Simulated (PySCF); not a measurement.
**A search over the determinants of AlP**

Unrestricted PBE0; PySCF, no relativity, basis sets Al def2-TZVPPD, P def2-TZVPPD. Outer shells of the fragments: Al 3s2 3p1; P 3s2 3p3.

Followed along the bond (rough minima from three points):

| 2Ms+1 | unpaired | ⟨S²⟩ at the start | R at minimum (Å) | Te (eV) |
| --- | --- | --- | --- | --- |
| 3 | σ ↑, π ↑ | 2.02 | 2.22 | 0.00 |
| 3 | π ↑↑ | 2.01 | 2.43 | 0.02 |
| 1 | σ ↓, π ↑ | 1.02 | 2.20 | 0.13 |
| 1 | π ↑↓ | 1.01 | 2.43 | 0.31 |
| 1 | none | 0.00 | none in the scan | ≤ 0.89 |

Solutions found at the starting distance of 2.260 Å, counted from the lowest of them; the search is not exhaustive and high or unbound solutions are not listed, so other states can lie among these:

```csv
2Ms+1,unpaired,term,E (eV),⟨S²⟩,⟨Lz²⟩,μ (D)
3,"σ ↑, π ↑",³Π,0.00,2.02,1.02,-2.60
3,π ↑↑,³Σ⁻,0.13,2.01,0.00,-0.12
1,"σ ↓, π ↑",mixed,0.14,1.02,1.02,-2.75
1,π ↑↓,mixed,0.42,1.01,2.03,-0.07
1,none,¹Σ⁺,1.12,0.00,0.00,-4.16
1,none,mixed,1.47,0.00,2.01,0.13
```

A term symbol is given only where ⟨S²⟩ and ⟨Lz²⟩ are close to those of a pure state; real π, δ and φ orbitals otherwise mix terms. A positive dipole means Al(−)P(+).

**Question.** Compare the gap between the two lowest followed solutions at the starting distance with the gap between their minima.

**Answer.** At PBE0 the second solution (triplet, unpaired electrons π ↑↑) lies +0.13 eV from the first (triplet, unpaired electrons σ ↑, π ↑) at 2.260 Å and +0.02 eV at the minima; the two curves relax by different amounts, since their minima lie near 2.43 and 2.22 Å. A gap this small is a tie at this level.
